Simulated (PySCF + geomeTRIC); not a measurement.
Level of theory: PySCF + geomeTRIC with TPSS-D3(BJ)/def2-SVP. fastk is a local helper that only speeds up exchange builds. No frequencies were computed at this level.

```python
import json, numpy as np
from pyscf import gto, dft
from fastk import lowrank_exchange
atoms = """
O      0.481868    -0.000003    -0.000002
H     -0.481868     0.000003     0.000002
"""
def scf(charge, spin, dm0=None):
    mol = gto.M(atom=atoms, basis='def2-svp', ecp={}, charge=charge, spin=spin, verbose=3, max_memory=15120)
    mf = dft.KS(mol, xc='tpss').density_fit(auxbasis="def2-universal-jkfit")
    mf.disp = 'd3bj'
    mf.grids.level = 3
    mf.conv_tol = 1e-8
    mf.max_cycle = 120
    mf.level_shift = 0.25
    mf.kernel(dm0)
    if not mf.converged:
        mf = mf.newton().run(mf.mo_coeff, mf.mo_occ).undo_soscf()
    return mf
mf = scf(0, 1)
lowrank_exchange(mf)  # same exchange matrices as the stock routine, built faster for response steps
mo, _, stable, _ = mf.stability(return_status=True)
if not stable:
    mf.kernel(mf.make_rdm1(mo, mf.mo_occ))
del mf.get_jk
from pyscf.geomopt.geometric_solver import kernel as optimize
path = []
done, mol = optimize(mf, maxsteps=120, assert_convergence=False, callback=lambda env: path.append((env["energy"], bool(env["g_scanner"].converged))))
res = dict(converged=bool(done and path[-1][1]), energy=path[-1][0], path=[e for e, c in path], xyz=mol.atom_coords(unit="Angstrom").tolist(), nao=mol.nao)
json.dump(res, open("result.json", "w"))
```

Output:

```
converged SCF energy = -75.6727072147636  <S^2> = 0.75182614  2S+1 = 2.0018253
<class 'pyscf.df.df_jk.DFUKS'> wavefunction is stable in the internal stability analysis
Geometry optimization cycle 1
converged SCF energy = -75.6727072147938  <S^2> = 0.75182648  2S+1 = 2.0018257
cycle 1: E = -75.6727072148  dE = -75.6727  norm(grad) = 0.0340051
Geometry optimization cycle 2
converged SCF energy = -75.6732651572905  <S^2> = 0.75190126  2S+1 = 2.0019004
cycle 2: E = -75.6732651573  dE = -0.000557942  norm(grad) = 0.00271391
Geometry optimization cycle 3
converged SCF energy = -75.6732691153261  <S^2> = 0.75190868  2S+1 = 2.0019078
cycle 3: E = -75.6732691153  dE = -3.95804e-06  norm(grad) = 0.000229294
Geometry optimization cycle 4
converged SCF energy = -75.6732691435444  <S^2> = 0.75190949  2S+1 = 2.0019086
cycle 4: E = -75.6732691435  dE = -2.82183e-08  norm(grad) = 5.02729e-06
<class 'geometric.internal.Distance'> : 1
<class 'geometric.internal.TranslationX'> : 1
<class 'geometric.internal.TranslationY'> : 1
<class 'geometric.internal.TranslationZ'> : 1
<class 'geometric.internal.RotationA'> : 1
<class 'geometric.internal.RotationB'> : 1
<class 'geometric.internal.RotationC'> : 1
Step    0 : Gradient = 2.405e-02/2.405e-02 (rms/max) Energy = -75.6727072148
Step    1 : Displace = 1.164e-02/1.164e-02 (rms/max) Trust = 1.000e-01 (=) Grad = 1.919e-03/1.920e-03 (rms/max) E (change) = -75.6732651573 (-5.579e-04) Quality = 1.055
Step    2 : Displace = 1.009e-03/1.009e-03 (rms/max) Trust = 1.414e-01 (+) Grad = 1.621e-04/1.627e-04 (rms/max) E (change) = -75.6732691153 (-3.958e-06) Quality = 1.082
Step    3 : Displace = 9.313e-05/9.313e-05 (rms/max) Trust = 2.000e-01 (+) Grad = 3.555e-06/4.037e-06 (rms/max) E (change) = -75.6732691435 (-2.822e-08) Quality = 0.988
Converged! =D
```

Cost: roughly 23 core-seconds.
